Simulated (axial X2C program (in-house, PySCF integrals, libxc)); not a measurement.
## Outer orbitals of SiCl⁻ at 2.248 Å, PBE0

Calculated with an in-house all-electron X2C program for linear molecules (integrals from PySCF). Spin-free means the one-electron spin-free X2C Hamiltonian; two-component (2c) means X2C with spin–orbit coupling and atomic mean-field two-electron Coulomb and Gaunt terms, so the difference of the two also holds small scalar two-electron terms. Basis: Cl dyall-av3z [9s8p3d2f], Si dyall-av3z [9s8p3d2f] (cores contracted in-house); Gaussian nuclei, density fitting, unrestricted open shells. Masses: Cl 34.969 u, Si 27.977 u.

The distance is close to the 2c PBE0 minimum; the highest filled and lowest empty levels are listed.

Spin-free orbitals, state M_S = 1, Λ = 0 (beyond evenly filled blocks: π+α, π-α) (Löwdin shares):

```csv
symmetry,occupied,ε (eV),atomic character
σα,yes,-17.21,"78% Cl s, 7% Si p, 6% Si d"
σβ,yes,-17.08,"78% Cl s, 7% Si p, 7% Si d"
σα,yes,-7.73,"49% Si s, 42% Cl p, 4% Cl s"
σβ,yes,-6.71,"57% Cl p, 34% Si s, 3% Cl s"
π+α,yes,-4.09,"84% Cl p, 8% Si p, 4% Si d"
π-α,yes,-4.09,"84% Cl p, 8% Si p, 4% Si d"
π+β,yes,-3.84,"87% Cl p, 5% Si d, 4% Si p"
π-β,yes,-3.84,"87% Cl p, 5% Si d, 4% Si p"
σα,yes,-3.62,"42% Cl p, 27% Si s, 23% Si p"
σβ,yes,-2.75,"42% Si s, 27% Cl p, 24% Si p"
π-α,yes,0.38,"80% Si p, 7% Cl d, 7% Cl p"
π+α,yes,0.38,"80% Si p, 7% Cl d, 7% Cl p"
σα,no,3.09,"85% Si p, 9% Si s, 2% Si d"
π-β,no,3.29,"88% Si p, 5% Cl p, 3% Cl d"
π+β,no,3.29,"88% Si p, 5% Cl p, 3% Cl d"
π-α,no,3.34,98% Si p
π+α,no,3.34,98% Si p
σα,no,3.34,"79% Si s, 12% Cl p, 5% Si p"
```

The highest filled level is positive, so this functional does not bind it, and the empty levels of an anion are set by the basis.

Spinors with spin–orbit coupling (state Ω = 1):

```csv
ω,occupied,ε (eV),atomic character,λ mixture
1/2,yes,-17.22,"78% Cl s, 7% Si p, 6% Si d",100% σ
-1/2,yes,-17.08,"78% Cl s, 7% Si p, 7% Si d",100% σ
1/2,yes,-7.73,"49% Si s, 42% Cl p, 4% Cl s",100% σ
-1/2,yes,-6.71,"57% Cl p, 34% Si s, 3% Cl s",100% σ
-1/2,yes,-4.13,"84% Cl p, 8% Si p, 4% Si d",100% π
3/2,yes,-4.06,"84% Cl p, 8% Si p, 4% Si d",100% π
1/2,yes,-3.88,"86% Cl p, 5% Si d, 5% Si p","98% π, 2% σ"
-3/2,yes,-3.80,"87% Cl p, 5% Si d, 4% Si p",100% π
1/2,yes,-3.61,"44% Cl p, 26% Si s, 23% Si p","98% σ, 2% π"
-1/2,yes,-2.75,"42% Si s, 27% Cl p, 24% Si p",100% σ
-1/2,yes,0.37,"80% Si p, 7% Cl d, 7% Cl p",100% π
3/2,yes,0.39,"80% Si p, 7% Cl d, 7% Cl p",100% π
1/2,no,3.09,"85% Si p, 9% Si s, 2% Si d",100% σ
1/2,no,3.28,"88% Si p, 5% Cl p, 3% Cl d",100% π
-3/2,no,3.29,"88% Si p, 5% Cl p, 3% Cl d",100% π
-1/2,no,3.34,98% Si p,100% π
3/2,no,3.34,98% Si p,100% π
```

The highest filled level is positive, so this functional does not bind it, and the empty levels of an anion are set by the basis.

Mulliken charges and populations of the two-component result (they depend on the basis, above all on diffuse functions):

Cl -0.40 e (s 5.95 p 11.40 d 0.05), Si -0.60 e (s 5.95 p 8.53 d 0.10 f 0.02). ⟨Lz⟩ = 0.00 ħ and ⟨Sz⟩ = 1.00 ħ (-0.01 and 1.01 on the two atoms), which add up to Ω.

Occupations by symmetry block were frozen at the best pattern of an incomplete PBE0 search. Density functionals use the spin component along the axis (collinear). Other states lie close and PBE0, whose exact exchange favours high spin, may order them wrongly; the determinant shown need not be the ground state. The nearest other spin-free determinant of the search, M_S = 0, Λ = 2, lies 0.74 eV up at the distance of the search. With several unpaired electrons one determinant need not be a pure state. Open-shell Ω = 0 determinants with evenly filled partner blocks cannot be reached by this program, so the Ω shown need not be the lowest component. This is the Ω = 1 component of a π² triplet; the 0⁺ component is not one determinant and can lie lowest. The highest occupied level of some functionals is positive through self-interaction error; at Hartree–Fock it is bound.
